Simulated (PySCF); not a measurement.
Molecule: `C=COC(C)=O`, C₄H₆O₂.

Numbering as in the mapped SMILES `[CH2:1]=[CH:2][O:3][C:4]([CH3:5])=[O:6]`; H(Xn) means a hydrogen on atom n. Ha(C1) is cis to O3; Hb(C1) is trans to O3.

Geometry PBE0-D3(BJ)/def2-SVP throughout; GIAO in PySCF 2.14, gas phase, one conformer, non-relativistic; equivalent atoms averaged; basis pcSseg-2.

For orientation, B3LYP gives these absolute shieldings σ: C4 3.8, C2 26.8, C5 157.5, O6 -108.0, O3 63.5, H(C2) 23.43, Ha(C1) 26.42, Hb(C1) 26.81, H(C5) 29.37 ppm.

A run gave: C4 9.3, C2 32.1, C5 162.5, O6 -105.4, O3 69.3, H(C2) 23.30, Ha(C1) 26.24, Hb(C1) 26.59, H(C5) 29.25 ppm (absolute shieldings σ).

Which functional was used in that run?
A. KT2
B. WP04
C. PBE0
D. B97-D

Results:

C. O3 tells them apart best: PBE0 gives 69.3, WP04 gives 59.4, B97-D gives 58.9, KT2 gives 60.0 ppm.
